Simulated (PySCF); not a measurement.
1-chloro-2-fluoroethene, C2H2ClF, SMILES F/C=C/Cl, point group Cs.

Force field and properties: B3LYP/pcSseg-1 (PySCF, grid level 2). Vibrational terms come from second-order perturbation theory with semi-diagonal cubic constants, by steps of ±0.6 along the normal coordinates of each isotopologue. The parent has the commonest isotopes.

Equilibrium geometry (Å):

```json
{"atom": "F1", "x": "-1.7671", "y": "0.4572", "z": "-0.1890"}
{"atom": "C2", "x": "-0.6351", "y": "-0.2693", "z": "-0.1444"}
{"atom": "C3", "x": "0.5412", "y": "0.3302", "z": "-0.0505"}
{"atom": "Cl4", "x": "2.0282", "y": "-0.5778", "z": "0.0111"}
{"atom": "H5", "x": "-0.8058", "y": "-1.3404", "z": "-0.1920"}
{"atom": "H6", "x": "0.6512", "y": "1.4081", "z": "-0.0065"}
```

(1) Give the equilibrium and ground-state rotational constants (MHz) of parent; ²H at 5; ²H at 6; ²H at 5, ²H at 6; ³⁷Cl at 4; ¹³C at 2; ¹³C at 3, ²H at 5.

(2) How is the parent's vibrational correction B0 − Be made up?

(3) And its quartic centrifugal distortion constants from the harmonic force field?

(4) Which nuclear quadrupole couplings χaa, χbb, χcc (MHz) does the parent show, at equilibrium and averaged?

## Answers

(1) 
| species | Ae | Be | Ce | A0 | B0 | C0 | Δ0 (u Å²) | harmonic ZPE (cm⁻¹) |
| --- | --- | --- | --- | --- | --- | --- | --- | --- |
| parent | 54587 | 2431.3 | 2327.6 | 54059 | 2422.1 | 2317.3 | 0.086 | 7710 |
| ²H at 5 | 44349 | 2420.9 | 2295.6 | 43936 | 2412 | 2285.5 | 0.093 | 7007 |
| ²H at 6 | 43423 | 2430.9 | 2302.1 | 43087 | 2421.6 | 2291.7 | 0.098 | 7021 |
| ²H at 5, ²H at 6 | 36527 | 2420.6 | 2270.2 | 36236 | 2411.5 | 2260 | 0.102 | 6315 |
| ³⁷Cl at 4 | 54546 | 2371.5 | 2272.7 | 54019 | 2362.6 | 2262.8 | 0.086 | 7705 |
| ¹³C at 2 | 53729 | 2419.1 | 2314.9 | 53207 | 2410.2 | 2304.8 | 0.086 | 7663 |
| ¹³C at 3, ²H at 5 | 43437 | 2420.9 | 2293.1 | 43036 | 2412.1 | 2283.1 | 0.095 | 6964 |

Δ0 = Ic − Ia − Ib from the ground-state constants.

(2) 
```
axis  harmonic  Coriolis  cubic  total (MHz)
   a       262      -113   -677         -528
   b      1.84    -0.329  -10.6        -9.13
   c      1.13    -0.385    -11        -10.2
```

(3) Asymmetric top, A reduction, Ir representation: ΔJ = 0.301 kHz, ΔJK = -9.85 kHz, ΔK = 769 kHz, δJ = 0.0186 kHz, δK = 2.06 kHz.

(4) 35Cl at 4: -69.8, 31.8, 38.0 and -69.5, 31.6, 37.9.
